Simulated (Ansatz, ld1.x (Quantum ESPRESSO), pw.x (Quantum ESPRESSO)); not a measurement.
## From atom to crystal: TM potential for Ag

ld1.x (Quantum ESPRESSO) 7.5 input, shortened:

```
&input
   title='Ag', zed=47., rel=1, dft='PBESOL', iswitch=3,
   config='[Kr] 4d9 5s0 5p0'
 /
 &inputp
   pseudotype=2, tm=.true., lloc=1,
   nlcc=.true., new_core_ps=.true., rcore=1.30
 /
3
5S  1  0   0.00   0.00  1.80  1.80  0.0
4D  3  2   9.00   0.00  1.35  1.35  0.0
5P  2  1   0.00   0.00  2.95  2.95  0.0
 &test
   configts(1)='4d9 5s0 5p0'
 /
```

Crystal test: diamond Ag in pw.x 7.5, no spin, 8³ k-points, Fermi–Dirac smearing 0.01 Ry, cutoffs 135/540 Ry. The reference is all-electron LAPW (Ansatz 0.2.0) with the same functional, mesh and smearing; V0 and B0 come from Birch–Murnaghan fits to the pressures at five volumes. Errors are pseudo minus all-electron; Δ is the rms difference of the E(V) curves that follow from these fits, minima aligned, over ±6 % about the mean V0. Mesh and smearing are coarse, so the numbers serve the comparison and aren't converged zero-temperature values; the lattice is a test structure that the element need not adopt.

All-electron: a0 = 6.037 Å (V0 = 27.50 Å³/atom), B0 = 41.5 GPa.

How far does the potential miss the all-electron equation of state?

mean pressure error (GPa): +3.17. The pressure does not cross zero within the volumes sampled, so no fit is given. The largest radius (2.95 bohr) exceeds half the bond length (2.47 bohr), so the spheres overlap, which is one possible source of error among others. This is a poor potential for the solid. Atomic configuration tests: 1 of 7 tests not solved or not reliable.

| V (Å³/atom) | P all-electron (GPa) | P pseudo (GPa) |
| --- | --- | --- |
| 26.120 | 2.46 | 6.54 |
| 26.808 | 1.13 | 4.70 |
| 27.495 | 0.00 | 3.12 |
| 28.182 | -0.95 | 1.77 |
| 28.870 | -1.76 | 0.63 |

At the middle volume, how do free energy and pressure move when the wave cutoff is lowered (ecutrho kept at four times it)?

```json
{"cutoff (Ry)": "61", "shift of F (meV/atom)": "+830.8", "shift of P (GPa)": "-30.04"}
{"cutoff (Ry)": "81", "shift of F (meV/atom)": "+28.8", "shift of P (GPa)": "-1.20"}
{"cutoff (Ry)": "108", "shift of F (meV/atom)": "+10.5", "shift of P (GPa)": "-0.02"}
```

Input at the middle volume:

```
&control
  calculation='scf', prefix='x', pseudo_dir='./', outdir='./tmp', tstress=.true., disk_io='none'
/
&system
  ibrav=0, nat=2, ntyp=1, ecutwfc=135, ecutrho=540, nbnd=20,
  occupations='smearing', smearing='fd', degauss=0.01
/
&electrons
  conv_thr=1e-09, mixing_beta=0.4, electron_maxstep=70
/
ATOMIC_SPECIES
Ag 1.0 Ag.UPF
CELL_PARAMETERS angstrom
  0.00000000 3.01822242 3.01822242
  3.01822242 0.00000000 3.01822242
  3.01822242 3.01822242 0.00000000
ATOMIC_POSITIONS crystal
Ag 0.0000 0.0000 0.0000
Ag 0.2500 0.2500 0.2500
K_POINTS automatic
8 8 8 0 0 0
```

```bash
pw.x < Ag.scf.in > Ag.scf.out
```

Lines of the output:

```
Message from routine setup:
     using ibrav=0 with symmetry is DISCOURAGED, use correct ibrav instead
     lattice parameter (alat)  =       8.0661  a.u.
     unit-cell volume          =     371.0909 (a.u.)^3
     number of electrons       =        22.00
     number of Kohn-Sham states=           20
     kinetic-energy cutoff     =     135.0000  Ry
     charge density cutoff     =     540.0000  Ry
     scf convergence threshold =      1.0E-09
     Exchange-correlation= PBESOL
     number of k points=    29  Fermi-Dirac smearing, width (Ry)=  0.0100
     iteration #  1     ecut=   135.00 Ry     beta= 0.40
     total energy              =    -187.32888758 Ry
     estimated scf accuracy    <      22.47278824 Ry
     iteration #  2     ecut=   135.00 Ry     beta= 0.40
     total energy              =    -194.29271107 Ry
     estimated scf accuracy    <       1.60181913 Ry
     iteration #  3     ecut=   135.00 Ry     beta= 0.40
     total energy              =    -194.40103949 Ry
     estimated scf accuracy    <       0.22343763 Ry
     iteration #  4     ecut=   135.00 Ry     beta= 0.40
     total energy              =    -194.27667961 Ry
     estimated scf accuracy    <       0.16391411 Ry
     iteration #  5     ecut=   135.00 Ry     beta= 0.40
     total energy              =    -194.30800948 Ry
     estimated scf accuracy    <       0.14207315 Ry
     iteration #  6     ecut=   135.00 Ry     beta= 0.40
     total energy              =    -194.34658651 Ry
     estimated scf accuracy    <       0.00383158 Ry
     iteration #  7     ecut=   135.00 Ry     beta= 0.40
     total energy              =    -194.34559592 Ry
     estimated scf accuracy    <       0.00293970 Ry
     iteration #  8     ecut=   135.00 Ry     beta= 0.40
     total energy              =    -194.34570072 Ry
     estimated scf accuracy    <       0.00035424 Ry
     iteration #  9     ecut=   135.00 Ry     beta= 0.40
     total energy              =    -194.34572417 Ry
     estimated scf accuracy    <       0.00004058 Ry
     iteration # 10     ecut=   135.00 Ry     beta= 0.40
     total energy              =    -194.34572329 Ry
     estimated scf accuracy    <       0.00003049 Ry
     iteration # 11     ecut=   135.00 Ry     beta= 0.40
     total energy              =    -194.34571650 Ry
     estimated scf accuracy    <       0.00001127 Ry
     iteration # 12     ecut=   135.00 Ry     beta= 0.40
     total energy              =    -194.34572002 Ry
     estimated scf accuracy    <       0.00000222 Ry
     iteration # 13     ecut=   135.00 Ry     beta= 0.40
     total energy              =    -194.34572046 Ry
     estimated scf accuracy    <          1.9E-09 Ry
     iteration # 14     ecut=   135.00 Ry     beta= 0.40
     the Fermi energy is     6.0000 ev
!    total energy              =    -194.34572046 Ry
     estimated scf accuracy    <          1.1E-11 Ry
     smearing contrib. (-TS)   =      -0.00290950 Ry
     The total energy is F=E-TS. E is the sum of the following terms:
     one-electron contribution =     -48.65792259 Ry
     hartree contribution      =      45.23453276 Ry
     xc contribution           =     -76.64054618 Ry
     ewald contribution        =    -114.27887496 Ry
     convergence has been achieved in  14 iterations
          total   stress  (Ry/bohr**3)                   (kbar)     P=       31.18
     Message from routine punch:
     Nothing written, as per user request (disk_io='none')
```

The run at the middle volume (29 k-points, 14 iterations) took about 1.8 min on one core of a shared host (Neoverse-V1, 32 threads, 247 GiB, load 27).
